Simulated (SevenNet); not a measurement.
Results of the machine-learned potential SevenNet-0 (trained on PBE and PBE+U data) for rutile SnO2.

Equation-of-state points:

| V (Å³/atom) | E − E_lowest (meV/atom) | P (GPa) |
|---|---|---|
| 11.842 | 26.71 | 12.16 |
| 12.031 | 14.48 | 8.63 |
| 12.220 | 6.22 | 5.45 |
| 12.409 | 1.50 | 2.59 |
| 12.598 | 0.00 | 0.00 |
| 12.787 | 1.41 | -2.35 |
| 12.976 | 5.45 | -4.48 |
| 13.164 | 11.89 | -6.40 |
| 13.353 | 20.47 | -8.12 |

Task: What bulk modulus B0 and pressure derivative B′ does a third-order Birch–Murnaghan fit give?

Result: V0 = 12.597 Å³/atom, B0 = 165 GPa, B′ = 5.7 (fit to the energies at full precision).

Shape and atoms are relaxed at each volume.

Measured, for comparison: bulk modulus 212 GPa (temperature not stated, not corrected to a static lattice, from measured elastic constants; as tabulated in Toher et al. (2017), arXiv:1611.05714). Computed (rounded) less measured: bulk modulus -22 %.

A machine-learned potential is trained on density-functional data: it inherits that level's misses and adds fitting errors of its own.

Note: this model's volume lies 5 % above that of the starting cell (a measured, published or database cell).
